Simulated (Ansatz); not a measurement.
**SiN+ (quintet): wave-function methods side by side, cc-pVDZ**

An exercise on one series of results from a longer session: the logs are not shown, and one member is left open.

Program: Ansatz 0.2.0, Gaussian basis. Level of theory: cc-pVDZ, core rule «outside noble gas», up to 6 orbitals frozen. These are calculated values, not measurements.

Plan: UHF; CCSD(T) on ROHF; CCSD(T) on UHF; BCCD(T) on ROHF; CISD as a restricted active space (open shells left free, so some higher excitations enter); CCSDT(Q) on ROHF; CCSDT(Q) on UHF; CASSCF and MRCISD+Q, 8 electrons in 8 orbitals; CASSCF and NEVPT2, 8 electrons in 8 orbitals.

12 further runs of the same task are left out: 7 that didn't finish, 5 set aside as unsound or not needed. Runs told in other sessions of the task aren't counted.

### The system

The geometry is a PBE0/def2-TZVP stationary point (not a proven minimum) of the parent state, kept for this charge and spin.

2 atoms, charge 1, spin multiplicity 5.

Atoms are counted from 1 here; the program's logs count them from 0.

Bond lengths: Si1–N2 1.785 Å.

Set-up of the first run:

Input file in.yaml:

```yaml
crystal:
  periodic: [false, false, false]
  atoms:
    - {symbol: Si, position_ang: [0.000000, 0.000000, 0.000000]}
    - {symbol: N, position_ang: [0.000000, 0.000000, 1.785400]}
basis:
  gaussian: {orbitals: cc-pVDZ}
total_charge: 1
magnetization: {spin_polarized: true, initial_magnetization: 4}
hamiltonian: {xc: hf}
output: {orbitals: {seedname: orbitals}}
```

Run with:

```bash
> ansatz run in.yaml --threads 1 --pin off --events-out ev --progress --plain --max-ram 2393MiB
```

Steps of the session up to this table: UHF; CCSD(T) on ROHF; CCSD(T) on UHF; BCCD(T) on ROHF; CISD as a restricted active space (open shells left free, so some higher excitations enter); CCSDT(Q) on ROHF; CCSDT(Q) on UHF; CASSCF and MRCISD+Q, 8 electrons in 8 orbitals; CASSCF and NEVPT2, 8 electrons in 8 orbitals.

One of the session's tables, all rows but one given; the rest of the session is left out.

```
          method  from UCCSDT(Q) (kJ/mol)
            ROHF                   +455.6
             UHF                   +427.4
            RMP2                   +107.5
            UMP2                   +102.0
            CISD                    +29.9
           RCCSD                    +14.9
           UCCSD                    +14.4
        RCCSD(T)                     +3.9
        UCCSD(T)                     +3.7
         BCCD(T)                     +3.9
          RCCSDT                     +0.9
          UCCSDT                     +0.7
       RCCSDT(Q)                     +0.2
       UCCSDT(Q)                        0
  CASSCF valence                        ?
  NEVPT2 valence                    +70.9
  MRCISD valence                    +18.7
MRCISD+Q valence                     +0.5
```

**Question.** Estimate the row for CASSCF valence.

**Answer.** from UCCSDT(Q) (kJ/mol): +332.7. In the column «from UCCSDT(Q) (kJ/mol)» it lies between RMP2 (+107.5) and UHF (+427.4).

To keep in mind: Restricted and unrestricted rows rest on different reference determinants; a gap between their highest levels can come from leftover correlation error, from unlike frozen cores or from another state.
